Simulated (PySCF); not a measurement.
water (H2O), SMILES O.

Coordinates come from a B3LYP-D3(BJ)/def2-TZVPD optimisation.

These are PySCF with TDDFT-PBE/def2-TZVPD values and carry that method's errors.

Vertical excitations. Isolated molecule, no solvent. State labels are in the subgroup C2v.

```csv
state,symmetry,energy (eV),λ (nm),f,main pairs
S1,B1,6.73,184,0.050,HOMO→LUMO 100 %
S2,A2,8.27,150,0.000,HOMO→LUMO+1 100 %
S3,A1,8.84,140,0.086,HOMO−1→LUMO 91 %
S4,B1,9.18,135,0.005,HOMO→LUMO+3 100 %
S5,A1,9.43,131,0.006,HOMO→LUMO+2 88 %
S6,B2,10.40,119,0.012,HOMO−1→LUMO+1 99 %
S7,A2,10.57,117,0.000,HOMO→LUMO+4 100 %
S8,B1,11.20,111,0.005,"HOMO−1→LUMO+2 87 %, HOMO→LUMO+5 13 %"
S9,B1,11.28,110,0.025,"HOMO→LUMO+5 86 %, HOMO−1→LUMO+2 13 %"
S10,A1,11.44,108,0.015,HOMO−1→LUMO+3 95 %
T1,B1,6.31,196,0,HOMO→LUMO 100 %
T2,A2,8.07,154,0,HOMO→LUMO+1 100 %
T3,A1,8.30,149,0,HOMO−1→LUMO 99 %
T4,A1,8.76,142,0,HOMO→LUMO+2 99 %
```
Triplets are in the Tamm–Dancoff approximation, which puts them higher than full response would, so one can lie above its singlet here.
